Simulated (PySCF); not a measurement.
C3H6O.
SMILES: `C=COC`

The calculation used TDDFT B3LYP/def2-SVPD, vertical, gas phase, core orbitals frozen in the response in PySCF. One conformer (not necessarily the lowest) at the GFN2-xTB geometry, without solvent, vibrations or thermal averaging. Torsions of this conformer, `[CH2:1]=[CH:2][O:3][CH3:4]`: C1–C2–O3–C4 0°.

Computed states:

```json
{"state": "S1", "E (eV)": "6.21", "f": "0.040"}
{"state": "S2", "E (eV)": "6.69", "f": "0.0000"}
{"state": "S3", "E (eV)": "7.12", "f": "0.286"}
{"state": "S4", "E (eV)": "7.14", "f": "0.013"}
{"state": "S5", "E (eV)": "7.61", "f": "0.0040"}
{"state": "S6", "E (eV)": "8.07", "f": "0.018"}
{"state": "S7", "E (eV)": "8.21", "f": "0.023"}
{"state": "S8", "E (eV)": "8.55", "f": "0.0000"}
```

Broadening: Gaussians 0.3 eV wide at half height, area fixed by f = 4.319×10⁻⁹ ∫ε dν̃. The width is an assumption, not a result. The curve ends short of the highest state used, and states not computed would add to its high-energy end.

Question: Give the broadened spectrum and its maxima.

Answer: 
```
E (eV)  ε (L mol⁻¹ cm⁻¹)
  5.76                 6
  5.82                30
  5.87                94
  5.92               251
  5.97               575
  6.02              1131
  6.07              1906
  6.12              2755
  6.17              3412
  6.22              3624
  6.27              3299
  6.32              2574
  6.37              1722
  6.43               868
  6.48               414
  6.53               171
  6.58                64
  6.63                36
  6.68                74
  6.73               244
  6.78               745
  6.83              1969
  6.88              4469
  6.93              8700
  6.98             14522
  7.04             21917
  7.09             26073
  7.14             26593
  7.19             23255
  7.24             17438
  7.29             11219
  7.34              6211
  7.39              2995
  7.44              1325
  7.49               638
  7.54               430
  7.59               390
  7.65               360
  7.70               312
  7.75               273
  7.80               300
  7.85               458
  7.90               794
  7.95              1313
```

Maxima: 199 nm (6.22 eV), ε about 3600, made up of S1 (100%); 174 nm (7.12 eV), ε about 27000, made up of S3 (96%) (ε in L mol⁻¹ cm⁻¹; maxima over ε = 5, shares over 10%). At its high-energy end, 7.95 eV, the curve is still rising (ε about 1300, from S6 and S7).

Question: What would ε be at 7.12 eV, the highest of these maxima, with half the width (0.15 eV)?

Answer: About 53700 L mol⁻¹ cm⁻¹ against 26900, a factor of about 2.00; a lone state at its own centre would give exactly 2.

Question: Coming from long wavelengths, where does ε first pass 100 L mol⁻¹ cm⁻¹?

Answer: At about 211 nm (5.87 eV), 0.34 eV below S1.

Question: On this curve, what absorbance would a 10⁻³ mol/L sample give at 193 nm over a 1 cm path?

Answer: 193 nm is 6.424 eV, where ε is about 940 L mol⁻¹ cm⁻¹, so A = ε c l ≈ 0.94 (Beer–Lambert, with the gas-phase spectrum and the assumed width).
